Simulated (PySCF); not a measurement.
# Working out the electron affinity of P

P⁻ [Ne] 3s2 3p4 (3P) → P [Ne] 3s2 3p3 (4S). Computed with PySCF 2.14 in dyall-acv3z, with the non-relativistic Hamiltonian (point nucleus). Frozen: 1s2; the 18 highest virtual orbitals dropped. Energies in hartree (1 hartree = 27.21139 eV):

```json
{"part": "UHF", "P⁻ (lower)": "-340.707094", "P (upper)": "-340.718958"}
{"part": "MP2 opposite-spin", "P⁻ (lower)": "-0.306587", "P (upper)": "-0.281323"}
{"part": "MP2 same-spin", "P⁻ (lower)": "-0.110140", "P (upper)": "-0.106543"}
```

Task: What does Hartree-Fock give?

Result: (-340.718958) − (-340.707094) = -0.011864 hartree = -0.323 eV.

Task: What do MP2 and SCS-MP2 (6/5 opposite-spin, 1/3 same-spin) give?

Result: The opposite-spin parts differ by 0.687 eV and the same-spin parts by 0.098 eV. MP2: -0.323 + (0.687) + (0.098) = 0.462 eV. SCS-MP2: -0.323 + 1.2 × (0.687) + (0.098)/3 = 0.534 eV.

A first-order spin-orbit estimate adds 0.012 eV to MP2 (valence and next inner shell), giving 0.474 eV against 0.747 eV (measured; photodetachment measurements, as compiled on the Wikipedia data page of electron affinities).

What remains against the reference includes basis incompleteness, the frozen core and correlation beyond second order.
